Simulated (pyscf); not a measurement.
7 silicon, germanium or tin steps of one kind (multi-bond step, closed-shell): barrier in eV, from the separated reactants or the lowest minimum found. Structures and frequencies: ωB97X-D3(BJ)/def2-SVP in PySCF. Functionals in def2-TZVP; the last column is ωB97M-D3(BJ)/def2-TZVP. Rows were drawn at random from the steps of this kind and element class whose saddle was verified and whose references are stable.

| step | PBE | B3LYP-D3(BJ) | M06-2X | ωB97M-D3(BJ) |
|---|---|---|---|---|
| :HGe–O–GeH₃ [singlet] + H₂ → H₃Ge–O–GeH₃ | 1.68 | 1.94 | 2.09 | 2.08 |
| HN=Si: [singlet] + H₂O + H₂ → H₂N–SiH: [singlet] + H₂O | 0.37 | 0.62 | 0.76 | 0.73 |
| Cl–Ge:–Cl [singlet] + HCl + H₂ → Cl–GeH(Cl)–Cl + H₂ | 0.91 | 1.21 | 1.34 | 1.40 |
| :Si=N–SiH₃ [singlet] + H₂ → :HSi–NH–SiH₃ [singlet] | 2.09 | 2.53 | 2.51 | 2.44 |
| H₃C–SnH: [singlet] + H₂ + H₂ → H₃C–SnH₃ + H₂ | 1.31 | 1.65 | 1.95 | 1.81 |
| H₃Si–SiH₂–AsH₂ + H₂ -> H₃Si–AsH₂ + SiH₄ | 2.46 | 2.91 | 3.03 | 3.03 |
| HO–GeH: [singlet] + H₂ + H₂ → HO–GeH₃ + H₂ | 1.15 | 1.53 | 1.76 | 1.67 |

Differences from the last column (eV): PBE: mean -0.46, median -0.49, mean size 0.46, lower in 7 of 7; B3LYP-D3(BJ): mean -0.11, median -0.14, mean size 0.14, lower in 6 of 7; M06-2X: mean +0.04, median +0.02, mean size 0.06, lower in 1 of 7. PBE is closest for row 4 (0.35 eV apart) and farthest for row 6 (0.57 eV). PBE, r²SCAN and M06-2X carry no added dispersion term. The last column is a level with limits of its own. Each barrier is that of the saddle found. Elements up to Kr have no core potential and no relativistic terms here. Elements past Kr carry the def2 core potentials, without spin-orbit coupling.
